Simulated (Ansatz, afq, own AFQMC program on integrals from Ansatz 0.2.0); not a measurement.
# CH4Cl2OSeSi, singlet: energetics from AFQMC and coupled cluster

```yaml
atoms:
  - { symbol: C, position_ang: [0.6050, -1.5099, 0.0175] }
  - { symbol: O, position_ang: [0.4726, -0.3168, -0.7190] }
  - { symbol: Si, position_ang: [-0.6082, 0.8823, -0.4447] }
  - { symbol: Cl, position_ang: [-2.5325, 0.1698, -0.5881] }
  - { symbol: Cl, position_ang: [-0.2612, 2.2535, -1.9196] }
  - { symbol: Se, position_ang: [-0.4665, 1.7742, 1.6297] }
  - { symbol: H, position_ang: [1.4665, -2.0630, -0.3820] }
  - { symbol: H, position_ang: [-0.2949, -2.1400, -0.0789] }
  - { symbol: H, position_ang: [0.7792, -1.3064, 1.0881] }
  - { symbol: H, position_ang: [0.9232, 2.2051, 1.4000] }
```

Geometry: a PBE0/def2-SVP stationary point, not shown to be a minimum. Basis def2-SVP. Only valence electrons are correlated. Ansatz 0.2.0 and our own AFQMC program on the same integrals; the CISD trial comes from CCSD amplitudes, and released means the phaseless constraint is let go. Error bars are statistical, one sigma. No spin–orbit coupling.

Best estimates are CCSD(T) at the basis-set limit (def2-TZVPP/QZVPP) plus the step from CCSD(T) to the highest rung at hand in def2-SVP, named in the table (released AFQMC can keep some 10 meV of bias). Fragments are relaxed and keep their bonds. No zero-point, core-correlation or spin–orbit terms, no scalar relativity below Rb. Where CCSD(T) in the larger sets was too dear, only MP2 was extrapolated. Other levels are in def2-SVP, the functionals in def2-TZVP; a dash marks a level that is missing or breaks spin symmetry for a member.

Cautions: inner d shell frozen; no relativity below Rb; no spin-orbit coupling; CH₄Cl₂OSeSi (singlet): the released value is read at 0.63 1/Eh with a noise of 21 meV, more than in the cases checked, later times being too noisy (meV from the phaseless value at times in 1/Eh: -5 ± 11 at 0.21, -31 ± 17 at 0.42, -28 ± 21 at 0.63, -14 ± 24 at 0.90); CH₄ClOSeSi (doublet): the released value is read at 0.90 1/Eh with a noise of 17 meV, more than in the cases checked (meV from the phaseless value at times in 1/Eh: 1 ± 11 at 0.21, 12 ± 14 at 0.42, 2 ± 20 at 0.63, -12 ± 17 at 0.90).

```json
{"process": "Si3–Cl5 → CH4ClOSeSi (doublet) + Cl (doublet)", "wB97M-V (kJ/mol)": "479"}
{"process": "to free atoms", "wB97M-V (kJ/mol)": "3545"}
```

(1) From these values, estimate the best estimates.

(1) 
```json
{"process": "Si3–Cl5 → CH4ClOSeSi (doublet) + Cl (doublet)", "best estimate (kJ/mol)": "476 ± 3", "highest rung": "released AFQMC"}
{"process": "to free atoms", "best estimate (kJ/mol)": "3547 ± 2", "highest rung": "released AFQMC"}
```

Errors against the best estimates in kJ/mol, in the same order:

```
        level  error, 1  error, 2
          MP2       -25      -217
      CCSD(T)       -44      -287
ph-AFQMC/CISD   -44 ± 2  -283 ± 1
  CCSD(T)/CBS        -1        -6
          PBE       -28        17
       r2SCAN       -20         3
         PBE0       -24       -43
        B3LYP       -45      -100
      wB97M-V         2        -2
       B2PLYP       -27       -91
```

Cost at the first geometry (cards were shared with other jobs): PBE0/def2-SVP, 11 s on 1 thread of AMD EPYC 7R13 Processor (Zen 3), with other jobs on the host; RCCSD(T)/def2-SVP, 2.3 s on 1 × NVIDIA H100 80GB HBM3 with 1 thread of AMD EPYC 7R13 Processor (Zen 3), with other jobs on the host; ph-AFQMC/CISD with release, 4.3 min on 1 × NVIDIA H100 80GB HBM3 with 2 threads of AMD EPYC 7R13 Processor (Zen 3), with other jobs on the host.

Best estimates are given only where the step beyond CCSD(T) is under 0.3 eV and no member's determinant is very poor (T1 over 0.05, or 0.07 for open shells, ⟨S²⟩ too high by 0.3, two states mixed), so the hardest cases are missing from such tables.

The functionals ran in a triple-zeta set and keep a basis error of their own, a few kJ/mol for each bond in atomization energies and more for double hybrids, so close places among them and the extrapolated levels can swap.

Each member of a difference takes its own highest rung, so a best estimate needn't equal the limit plus the step of one row. Released energies are given only where the last usable release times agree within the noise; a slower fall can still hide under it.
